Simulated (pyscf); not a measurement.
PySCF, gas phase, ωB97X-D3(BJ)/def2-SVP geometries. MP2 and CC: frozen core, UHF for open shells. ΔMP2 is the change of the MP2 total energy from the triple- to the quadruple-zeta basis.

SMILES: [SiH3][In]=[AsH]
```xyz
7

Si    -1.9849    -1.3070    -0.7415
In     0.5074    -1.0922    -0.2827
As     2.8488    -0.9288     0.0933
H     -2.5906     0.0354    -0.9752
H     -2.6699    -1.9601     0.4110
H     -2.1700    -2.1467    -1.9608
H      2.9161    -1.7439    -1.2087
```
Charge 0, spin multiplicity 1.

Q: How much does it cost (ΔH, 298 K, CCSD(T)/def2-TZVPP + ΔMP2(QZVPP)) to split H₃Si–In=AsH at its In–Si bond into SiH₃• + [HAs=In]•?

A: In–Si to SiH₃• + [HAs=In]•: 2.05 eV. The radicals are drawn with the spin at the cut bond; how far it spreads was not checked. The CCSD(T) − MP2 part came from Ansatz, without density fitting, on the same reference. The frozen core leaves the outer d or s,p core shells of the metals and heavy elements correlated in the MP2 and CC values, and def2-TZVPP describes them poorly, which can shift differences by a few kcal/mol. Elements up to Kr have no core potential and no relativistic terms here. Elements past Kr carry the def2 core potentials, without spin-orbit coupling.
